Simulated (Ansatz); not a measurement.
Input file:

```yaml
crystal:
  periodic: [false, false, false]
  atoms:
    - {symbol: Cl, position_ang: [-1.642784, 0.000000, -0.000001]}
    - {symbol: H, position_ang: [-0.363984, 0.000000, 0.000000]}
    - {symbol: Si, position_ang: [1.840216, 0.000000, 0.000001]}
    - {symbol: H, position_ang: [2.290189, -1.416254, 0.000001]}
    - {symbol: H, position_ang: [2.290190, 0.708126, -1.226510]}
    - {symbol: H, position_ang: [2.290189, 0.708126, 1.226512]}
basis:
  gaussian: {orbitals: cc-pVDZ}
magnetization: {spin_polarized: true, initial_magnetization: 1}
hamiltonian: {xc: {name: wB97X-V}}
```

```sh
$ ansatz run in.yaml --threads 1 --pin off --events-out ev --progress --plain --max-ram 2816MiB --backend cpu
```

Log:

```
      + integral(e_c_pw_opposite_spin*poly(b97_u_opposite, cos0, cos1)) + vv10(b, c)
551 factors; integrals over basis functions are off by at most 1.1e-3 eV
183 factors; integrals over basis functions are off by at most 1.8e-5 eV
mean field evaluation 1: about -20459.8532 eV, gradient 8.6e0 eV
mean field evaluation 2: about -20460.3296 eV, gradient 4.2e0 eV
mean field evaluation 4: about -20460.4280 eV, gradient 7.6e-1 eV
mean field evaluation 8: about -20460.4880 eV, gradient 5.2e-2 eV
mean field evaluation 16: about -20460.4881 eV, gradient 8.6e-5 eV
mean field -20460.48807535 eV, -751.9090681523 hartree, gradient 8.6e-5 eV, S^2 0.752237; 0 other end points of the search recorded, 0 dependent functions left out
reference -20460.48807410 eV, -751.9090681064 hartree; 18, 17 occupied and 38, 39 virtual orbitals, 551 factors
Total energy: -20460.48807410 eV, -751.9090681064 hartree
```

Ran on 1 thread of AMD EPYC 7R13, shared host: 4.9 s wall, 0.26 GiB peak host memory.
